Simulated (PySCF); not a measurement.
# CClF3: calculation against experiment

**Experimental background.**

NIST CCCBDB Release 22 (SRD 101), experimental dipoles lists, for the gas: dipole moment (microwave Stark effect) 0.5 D.

How close the calculation comes is told at the end.

Species: CClF₃.
Atom-mapped SMILES: `[F:1][C:2]([F:3])([F:4])[Cl:5]`

Cartesian coordinates in Å at the PBE0-D3(BJ)/def2-SVP level; atoms count from 1:
```xyz
5
CClF3 angstrom
F      0.4246    1.2467    0.2655
C      0.0554   -0.0021    0.0584
F      1.1331   -0.7369   -0.1308
F     -0.5773   -0.4427    1.1281
Cl    -0.9970   -0.0980   -1.3492
```

The PySCF runs (gas phase, on this PBE0-D3(BJ)/def2-SVP geometry; no spin–orbit coupling):

```tsv
level	job	basis functions	wall time
PBE0-D3(BJ)/def2-SVP, grid level 1	geometry optimisation from a GFN2-xTB start shaken at random	74	18 s
```

Hardware: an Arm Neoverse N1 with one thread, on a shared host.

## Comparison

**Dipole moment.** Measured: 0.5 D (NIST CCCBDB Release 22 (SRD 101), experimental dipoles).

```
               level  computed (D)  computed − measured (D)  % (from the printed values)
PBE0-D3(BJ)/def2-SVP          0.24                    -0.26                          -52
```

The computed dipoles belong to one fixed geometry; measured ones are averaged over vibrations unless marked μe. Magnitudes are compared, not signs.

The geometry is computed, not the measured one. Where a level misses, the cause wasn't examined.
